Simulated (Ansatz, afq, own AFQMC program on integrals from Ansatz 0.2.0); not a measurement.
# AuSi⁺, triplet: a scan with AFQMC

```xyz
2

Au    0.0000    0.0000    0.0000
Si    0.0000    0.0000    2.2918
```

The Au1–Si2 distance is changed with both sides rigid. Energies in eV count from this geometry (2.292 Å) at the same level; the start stands on UHF, each point on the determinant named.

Basis def2-TZVP with its core potentials. Only valence electrons are correlated. Ansatz 0.2.0 and our own AFQMC program on the same integrals; the CISD trial comes from CCSD amplitudes, and released means the phaseless constraint is let go. Uncertainties: one standard error, sampling alone. No spin–orbit coupling. The metal's outer-core s and p shells are frozen, which shifts wave-function levels against functionals.

Cautions, each for one point or more: cluster runs in doubt by the program's own checks; higher spins were not checked; lower spins were not checked; no spin-orbit coupling; outer-core shells of the metal frozen; raised T1 diagnostic; the ph-AFQMC/CISD walk drifts between its halves.

```tsv
r(Au1–Si2) / Å	det.	T1	weight	⟨S²⟩	wB97M-V	PBE0	CCSD(T)
1.831	UHF	0.024	0.86	2.02	2.335	2.240	2.309
2.743	UHF	0.032	0.85	2.05	0.358	0.439	0.422
3.714	UHF	0.041	0.84	2.02	1.341	1.415	1.499
5.017	UHF	0.039	0.85	2.02	1.928	1.832	2.083
7.769	UHF	0.014	0.88	2.02	2.116	1.830	2.219
```

Question: Estimate the curve of CCSDT(Q), counted from the same start.

Answer: 
| r(Au1–Si2) / Å | det. | T1 | weight | ⟨S²⟩ | CCSDT(Q) | ph-AFQMC/CISD | released AFQMC |
| --- | --- | --- | --- | --- | --- | --- | --- |
| 1.831 | UHF | 0.024 | 0.86 | 2.02 | 2.326 | 2.316 ± 0.007 | 2.336 ± 0.013* |
| 2.743 | UHF | 0.032 | 0.85 | 2.05 | 0.421 | 0.408 ± 0.007 | 0.423 ± 0.012* |
| 3.714 | UHF | 0.041 | 0.84 | 2.02 | 1.511 | 1.508 ± 0.007 | 1.509 ± 0.012* |
| 5.017 | UHF | 0.039 | 0.85 | 2.02 | 2.105 | 2.081 ± 0.007 | – |
| 7.769 | UHF | 0.014 | 0.88 | 2.02 | 2.243 | 2.229 ± 0.007 | – |

Weight is that of the determinant in the CISD state; at the start T1 is 0.032 and the weight 0.85, and ⟨S²⟩ is 2.04. An asterisk marks released energies that aren't shown to be converged. A dash marks a missing value, a released energy that hasn't settled or a functional that sits on another state. Largest departures from CCSDT(Q), at the points where its series has closed: CCSD(T) -0.024 eV at 7.769 (on UHF), ph-AFQMC/CISD -0.014 eV at 7.769 (on UHF), wB97M-V -0.171 eV at 3.714, PBE0 -0.413 eV at 7.769. Functionals count only at points shown to share the start's state and spin. In total energy ph-AFQMC/CISD lies 29 ± 5 meV above CCSDT(Q) at the start, so its agreement along the curve rests in part on cancellation.

CCSDT and higher add their correlation energy to the determinant of the CCSD(T) run, since their own runs factorise the integrals more tightly (a shift of under 2 meV). A walk keeps the symmetry of its determinant, which the program's search chose and which needn't be the lowest solution, so a lower state of the same spin and another symmetry isn't excluded.
